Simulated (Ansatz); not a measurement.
# BaNa₃: from a trial structure to a relaxed crystal

Theory: DFT PBE, scalar-relativistic, plane waves, PAW in Ansatz 0.2.0.

The start is a random cell of BaNa₃ with space group P6_3/mcm (No. 193), drawn with lower limits on the distances.

The final relaxation ran on this input, with the default PAW datasets:

```yaml
crystal:
  lattice:
    - [7.1699998539, 0.0, 0.0]
    - [-3.5849999269, 6.2094020186, 0.0]
    - [0.0, 0.0, 4.1559016519]
  atoms:
    - { symbol: Na, position: [0.5, 0.0, 0.5] }
    - { symbol: Na, position: [0.0, 0.5, 0.5] }
    - { symbol: Na, position: [0.5, 0.5, 0.5] }
    - { symbol: Ba, position: [0.0, 0.0, 0.0] }
basis:
  ecutwfc: 420
kpoints:
  mp_grid: { grid: [6, 6, 12] }
hamiltonian:
  xc: pbe
scf:
  occupations: { method: gaussian, width: 0.1 }
output:
  forces: true
  stress: true
  eigenvalues: true
relax:
  adjacent_minimum: "off"
  f_tol: 0.01
  max_steps: 80
  cell: { stress_tol: 0.05 }
```

Launched as:

```bash
ansatz run input.yaml --threads 1 --pin off --max-ram 2560MiB --backend cpu --events-out ev --progress --plain --runs-dir out
```

It took 59 s on 1 thread of Intel(R) Xeon(R) Platinum 8259CL CPU @ 2.50GHz (Skylake/Cascade Lake), on a shared host, peak memory 0.57 GiB.

The program printed at the end:

```
SCF converged after 8 iterations
Free energy (F): -10408.526831 eV
Harris-Foulkes:  -10408.526831 eV  (|F-HF|=1.09e-11)
Internal energy: -10408.506882 eV  (E = F + TS)
E sigma→0 (E₀):  -10408.516856 eV
Entropy (-TS):   -0.019949 eV (-4.987 meV/atom)
Fermi energy:    2.813750 eV
--- Per-component energies (eV) ---
  E_band       = -809.020667
  E_kinetic    = 526.748411
  E_local      = -4861.133927  (includes V_loc(G=0)·N_el)
  E_nonlocal   = 402.376071
  E_hartree    = 1779.763322
  E_xc         = -281.250821
  E_vxc        = -280.976150  (∫ρ·V_xc dr)
  E_paw        = -6015.306570  (= ΣΔE_a)
  E_vpaw       = -155.561594  (= ΣTr[D̂ρ^β])
  E_aug_tail   = -0.000109  (compensation charges beyond the density's cutoff)
  E_ewald      = -1959.703260
  E_smearing   = -0.019949  (= −TS)
  E_closure    = 0.000000  (closes the sum)
  Σ components = -10408.526831   (vs F -10408.526831, Δ=0.00e0)
--- Forces (eV/Å), atoms counted from 1 ---
  atom   1  Na     0.00000000     0.00000000     0.00000000
  atom   2  Na     0.00000000     0.00000000     0.00000000
  atom   3  Na     0.00000000     0.00000000     0.00000000
  atom   4  Ba     0.00000000     0.00000000     0.00000000
  max |Σ_I F_I| component: 7.89e-30 eV/Å
--- Stress (GPa, compression-positive) ---
        0.002703       0.000000       0.000000
        0.000000       0.002703       0.000000
        0.000000       0.000000      -0.006789
  P = ⅓ Tr σ = -0.0005 GPa (-0.005 kbar)
--- Relaxed structure (3 steps of the walk, 3 accepted, 1 SCFs on fresh bases) ---
  F+E_penalty+E_count = -10408.52683076 eV   max|allowed force component| = 6.442e-30 eV/Å   (the final SCF, on the basis selected at the relaxed cell)
  cell:  # Å, volume = 187.5395 Å³
    - [7.211223, 0.000000, 0.000000]
    - [-3.605612, 6.245103, 0.000000]
    - [0.000000, 0.000000, 4.164322]
  atoms:
    - { symbol: Na, position: [0.5, 0.000000, 0.5] }
    - { symbol: Na, position: [0.000000, 0.500000, 0.5] }
    - { symbol: Na, position: [0.5, 0.500000, 0.5] }
    - { symbol: Ba, position: [0.000000, 0.000000, 0.000000] }
```

Absolute energies hang on the potentials; compare differences alone.

The result has space group P6/mmm (No. 191). Around Na lie 4 Na at 3.61 Å, 4 Ba at 4.16 Å and 2 Na at 4.16 Å; Ba is coordinated by 12 Na at 4.16 Å and 2 Ba at 4.16 Å.

Against the elements it lies at 0.07 eV/atom. Formation energies are uncorrected and refer to the elements' standard structures at the same level.

The k mesh leaves about 4 meV/atom of noise in metals.

A structure relaxed within its symmetry needn't be a true minimum.